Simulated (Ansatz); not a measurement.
We consider rutile MnF₂, described by PBEsol (plane waves, PAW; Ansatz, a program for electronic structure).

Numerical settings: plane-wave cutoff 520 eV, 8×8×10 k mesh (along the axes of the cell as run), spin-polarised with opposed moments, scalar-relativistic PAW data made under PBE.

Computed at the level's own relaxed cell.

```
MnF2
1.0
    4.85415     0.00000     0.00000
    0.00000     4.85415     0.00000
    0.00000     0.00000     3.27274
Mn F
2 4
Direct
  0.00000   0.00000   0.00000
  0.50000   0.50000   0.50000
  0.30310   0.30310   0.00000
  0.80310   0.19690   0.50000
  0.19690   0.80310   0.50000
  0.69690   0.69690   0.00000
```

Question: Give the elastic tensor (Voigt notation, GPa, ions relaxed, in the Cartesian axes of the cell as printed).

Answer: 
```
  106.1    86.1    78.3     0.0     0.0     0.0
   86.1   106.1    78.3     0.0     0.0     0.0
   78.3    78.3   160.7     0.0     0.0     0.0
    0.0     0.0     0.0    25.8     0.0     0.0
    0.0     0.0     0.0     0.0    25.8     0.0
    0.0     0.0     0.0     0.0     0.0    66.7
```

The computed numbers hold no vibrational or temperature effects.
